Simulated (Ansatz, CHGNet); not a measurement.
Polycrystal shear modulus (GPa) of 25 elemental solids other than molecular ones, computed with the machine-learned potential CHGNet-r²SCAN (trained on r²SCAN data) and with PBE in Ansatz (PAW). The set holds measured phases with no doubt noted on the run or the magnetic state but for the caveats below. 6 more of the class have both values but aren't in it, for one of these reasons: built or high-temperature cells, doubts on the run or the magnetic state, unlike cells, values of zero, layered or molecular crystals. Solids without a value at one level (not run, failed, or a magnetic order lost), or held back for tests, aren't counted.

All rows, in order of the shift (worked out from unrounded values):

```json
[
 {"solid": "bcc K", "CHGNet-r²SCAN": "1.93", "PBE": "1.18", "shift (%)": "-39"},
 {"solid": "fcc Sr", "CHGNet-r²SCAN": "6.44", "PBE": "5.71", "shift (%)": "-11.3"},
 {"solid": "bcc Na", "CHGNet-r²SCAN": "2.97", "PBE": "2.90", "shift (%)": "-2.3"},
 {"solid": "hcp Tl", "CHGNet-r²SCAN": "3.32", "PBE": "4.74", "shift (%)": "+43"},
 {"solid": "fcc Cu", "CHGNet-r²SCAN": "35.8", "PBE": "52.4", "shift (%)": "+46"},
 {"solid": "fcc Ag", "CHGNet-r²SCAN": "18.5", "PBE": "27.9", "shift (%)": "+51"},
 {"solid": "fcc Al", "CHGNet-r²SCAN": "15.9", "PBE": "24.3", "shift (%)": "+53"},
 {"solid": "fcc Ni", "CHGNet-r²SCAN": "46.5", "PBE": "98.6", "shift (%)": "+112"},
 {"solid": "bcc Li", "CHGNet-r²SCAN": "2.35", "PBE": "5.05", "shift (%)": "+115"},
 {"solid": "fcc Ca", "CHGNet-r²SCAN": "3.88", "PBE": "8.54", "shift (%)": "+120"},
 {"solid": "diamond", "CHGNet-r²SCAN": "230", "PBE": "518", "shift (%)": "+125"},
 {"solid": "white tin (β-Sn)", "CHGNet-r²SCAN": "4.26", "PBE": "9.64", "shift (%)": "+126"},
 {"solid": "hcp Mg", "CHGNet-r²SCAN": "8.38", "PBE": "20.1", "shift (%)": "+140"},
 {"solid": "hcp Co", "CHGNet-r²SCAN": "35.2", "PBE": "104", "shift (%)": "+194"},
 {"solid": "α-phase Ga", "CHGNet-r²SCAN": "8.91", "PBE": "30.1", "shift (%)": "+238"},
 {"solid": "hcp Sc", "CHGNet-r²SCAN": "9.20", "PBE": "32.1", "shift (%)": "+249"},
 {"solid": "hcp Ti", "CHGNet-r²SCAN": "13.5", "PBE": "47.4", "shift (%)": "+251"},
 {"solid": "diamond-structure Si", "CHGNet-r²SCAN": "17.7", "PBE": "62.3", "shift (%)": "+251"},
 {"solid": "hcp Zr", "CHGNet-r²SCAN": "9.01", "PBE": "34.4", "shift (%)": "+283"},
 {"solid": "hcp Be", "CHGNet-r²SCAN": "39.6", "PBE": "162", "shift (%)": "+310"},
 {"solid": "hcp Os", "CHGNet-r²SCAN": "61.8", "PBE": "263", "shift (%)": "+325"},
 {"solid": "fcc Ir", "CHGNet-r²SCAN": "47.3", "PBE": "221", "shift (%)": "+367"},
 {"solid": "hcp Cd", "CHGNet-r²SCAN": "2.36", "PBE": "13.6", "shift (%)": "+477"},
 {"solid": "fcc Pb", "CHGNet-r²SCAN": "1.77", "PBE": "10.9", "shift (%)": "+513"},
 {"solid": "hcp Y", "CHGNet-r²SCAN": "3.17", "PBE": "26.5", "shift (%)": "+734"}
]
```

The shift from CHGNet-r²SCAN to PBE has a median of +140 %, and eight in ten lie between +15.8 % and +433 %; PBE is the larger in 22 of 25. Each level is at its own cell, so the shift holds the change of volume too.

Ansatz's runs of these crystals have no spin polarisation, but for hcp Co, fcc Ni.

Density-functional runs with spin start from parallel moments for hcp Co, parallel moments for fcc Ni.

Spin–orbit coupling is left out, also for the solids with elements from indium on (hcp Os, white tin (β-Sn), hcp Tl, fcc Ir, fcc Pb); its size isn't shown.

Each level is taken at its own relaxed cell. Ansatz's density-functional and Hartree–Fock values are scalar-relativistic unless marked +SOC, with PAW data made under PBE.

Ansatz is a quantum-chemistry and plane-wave program.
